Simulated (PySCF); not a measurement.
**TDDFT excited states: H3O2P**

H₃O₂P.
Numbering: `[O:1]=[PH2:2][OH:3]` (hydrogens: H4, H5 on P2; H6 on O3)

Structure used (GFN2-xTB), in Å, numbered top down from 1:
```
atom  x, y, z in Å
O1    -0.4447    1.2134   -0.8465
P2    -0.4004   -0.0016   -0.0425
O3     1.0976   -0.3853    0.3603
H4    -1.0505    0.0463    1.1791
H5    -0.8676   -1.1562   -0.6476
H6     1.6687    0.2853   -0.0244
```

Method used: TDDFT wB97X-D/def2-SVPD, vertical, gas phase, core orbitals frozen in the response in PySCF.

Task: Predict the UV-vis stick spectrum at this level.

Result: 

```json
{"state": "S1", "E (eV)": "7.56", "ν̃ (cm⁻¹)": "61000", "f": "0.0034", "|μ| (D)": "0.34", "symmetry": "A″", "main configurations (H = HOMO, L = LUMO)": "H→L (62%), H→L+1 (21%), H→L+3 (9%)"}
{"state": "S2", "E (eV)": "7.73", "ν̃ (cm⁻¹)": "62380", "f": "0.0035", "|μ| (D)": "0.35", "symmetry": "A″", "main configurations (H = HOMO, L = LUMO)": "H→L+1 (57%), H→L (18%), H→L+2 (13%)"}
{"state": "S3", "E (eV)": "8.23", "ν̃ (cm⁻¹)": "66410", "f": "0.028", "|μ| (D)": "0.95", "symmetry": "A′", "main configurations (H = HOMO, L = LUMO)": "H-1→L+1 (80%), H-1→L+2 (16%)"}
{"state": "S4", "E (eV)": "8.34", "ν̃ (cm⁻¹)": "67240", "f": "0.044", "|μ| (D)": "1.19", "symmetry": "A′", "main configurations (H = HOMO, L = LUMO)": "H-1→L (85%)"}
{"state": "S5", "E (eV)": "8.62", "ν̃ (cm⁻¹)": "69520", "f": "0.066", "|μ| (D)": "1.42", "symmetry": "A″", "main configurations (H = HOMO, L = LUMO)": "H→L+2 (71%), H→L+1 (21%)"}
{"state": "S6", "E (eV)": "9.05", "ν̃ (cm⁻¹)": "72990", "f": "0.044", "|μ| (D)": "1.14", "symmetry": "A′", "main configurations (H = HOMO, L = LUMO)": "H-1→L+2 (74%), H-1→L+1 (14%)"}
{"state": "S7", "E (eV)": "9.07", "ν̃ (cm⁻¹)": "73190", "f": "0.027", "|μ| (D)": "0.88", "symmetry": "A″", "main configurations (H = HOMO, L = LUMO)": "H→L+3 (66%), H→L (13%)"}
{"state": "S8", "E (eV)": "9.08", "ν̃ (cm⁻¹)": "73210", "f": "0.0035", "|μ| (D)": "0.32", "symmetry": "A″", "main configurations (H = HOMO, L = LUMO)": "H-2→L (85%)"}
```

Triplets (Tamm–Dancoff): T1 7.24 eV, H→L (44%), H→L+1 (31%), H→L+2 (14%); T2 7.45 eV, H-1→L (61%), H-1→L+1 (19%), H-1→L+3 (8%); T3 7.50 eV, H→L+1 (40%), H→L (31%), H→L+3 (16%).

The lowest singlet lies at 7.56 eV (164 nm, vacuum ultraviolet) and is very weak; its leading configuration is HOMO→LUMO (62%). The most intense listed level is S5 at 8.62 eV (144 nm, f = 0.066), 1.06 eV above S1. S7/S8 lie within about 0.01 eV of each other. Löwdin shares by element: HOMO oxygen 63% or more, phosphorus 20%, hydrogen 15% or more; LUMO oxygen 43%, phosphorus 27%, hydrogen 14% or more (atoms not listed hold the other 16%). Of the 8 states listed, 5 reach f = 0.01 and none stays under 0.0005. Orbital energies (eV): HOMO-3 -12.97, HOMO-2 -12.22, HOMO-1 -10.91, HOMO -10.55, LUMO 2.04, LUMO+1 2.42, LUMO+2 2.58. The listed states span 1.51 eV, and the widest gap between neighbours is 0.50 eV (S2 to S3). Symmetry labels in Cs follow from the direction of the transition dipole and are given only for states with f of 0.002 or more. Only the lowest 8 singlets were computed, as vertical energies without vibronic structure.

The run took 5.2 s (with the writing of density and orbital grids) on one thread of an Arm Neoverse V1, shared host with 32 logical CPUs at a one-minute load of 16, and the process peaked at 0.39 GiB of memory.

One conformer stands for the species.
